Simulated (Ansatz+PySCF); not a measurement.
Values are calculated unless marked as measured or tabulated.
A run of PySCF 2.14.0 on doublet AlN(-) at this shape:

```xyz
2

Al    0.0000    0.0000    0.0000
N     0.0000    0.0000    2.1120
```

Its results:

* Converged: yes
* Reference energy: -292.20450 hartree
* CCSD correlation energy: -0.13387 hartree
* Triples correction: -0.04717 hartree
* Total energy: -292.38553 hartree
* Spin squared of the determinant: 0.776

Q: Which input gives this output? Name the method, the orbitals and the basis set, and write the input.

A: UHF-CCSD(T) in STO-3G.

```python
from pyscf import gto, scf, cc

mol = gto.M(atom="""
Al 0.000000 0.000000 0.000000
N 0.000000 0.000000 2.112000
""", basis='sto-3g', charge=-1, spin=1)
mf = scf.UHF(mol)
mf.kernel()
mycc = cc.CCSD(mf, frozen=6).run()
et = mycc.ccsd_t()
print(mf.e_tot, mycc.e_corr, et, mycc.e_tot + et)
```

This is not the lowest solution: another run reaches a determinant 3.78 eV lower. Caution: large share of triples, a single reference is doubtful; no diffuse functions for an anion; another reference gives a lower total.
